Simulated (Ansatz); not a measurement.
**C2H6, singlet: energies of several shapes or isomers**

Computed with Ansatz's Gaussian-basis code (development build). Basis aug-cc-pVDZ, nonrelativistic, no frozen core; active space CAS(2,2). Restricted Hartree–Fock, then the lowest state-specific CASSCF solution met for each case. On stretched bonds single-reference methods can fail or change state. Solutions in different active orbitals can move differences by tenths of an eV and at times more than 1 eV.

Case A:

```xyz
8

C     0.0000    0.0000    1.1433
C     0.0000    0.0000   -1.1433
H     0.0000    1.0190    1.5383
H    -0.8824   -0.5095    1.5383
H     0.8824   -0.5095    1.5383
H     0.0000   -1.0190   -1.5383
H    -0.8824    0.5095   -1.5383
H     0.8824    0.5095   -1.5383
```

Case B:

```xyz
8

C     0.0000    0.0000    0.7622
C     0.0000    0.0000   -0.7622
H     0.0000    1.0190    1.1572
H    -0.8824   -0.5095    1.1572
H     0.8824   -0.5095    1.1572
H     0.0000   -1.0190   -1.1572
H    -0.8824    0.5095   -1.1572
H     0.8824    0.5095   -1.1572
```

Energy less that of case A, in eV:

```json
{"case": "B", "RHF/ROHF": "-3.156", "CASSCF": "-2.377"}
```

(1) Give the SC-NEVPT2 energies against case A.

Answers

(1) B: -2.642 eV (-60.9 kcal/mol).
